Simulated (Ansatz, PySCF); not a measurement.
Process, species as SMILES: [OH] (HO) -> [OH] (HO) as triplet, charge +1 + e-
Each molecule is optimised on its own at B3LYP-D3(BJ)/def2-TZVP (Ansatz, a first-principles code).

Quantity: adiabatic ionisation energy (0 K, with B3LYP-D3(BJ) harmonic zero-point energies from PySCF), in eV. Cores are frozen in the correlated levels unless marked. UHF or UKS for open shells. No spin-orbit coupling. No relativistic terms. CBS marks a two-point X^-3 extrapolation of the correlation energy; Hartree-Fock from the larger set (for Q and 5 zeta extrapolated as (X+1)exp(-9√X)).

```tsv
level	program	adiabatic ionisation energy (eV)	minus last row
PBE-D3(BJ)/def2-TZVPD	Ansatz + dftd3	13.13	0.12
revPBE-D4/def2-TZVPD	Ansatz + dftd4	13.05	0.04
revPBE/def2-TZVPD	Ansatz	13.05	0.04
PBE0-D4/def2-TZVPD	Ansatz + dftd4	12.97	-0.04
CCSD(T)/def2-SVPD	Ansatz	12.69	-0.32
CCSD(T)/aug-cc-pVQZ	Ansatz	12.94	-0.07
CCSD(T)/CBS(cc-pVQZ,cc-pV5Z)	Ansatz	13.01	0.00
```
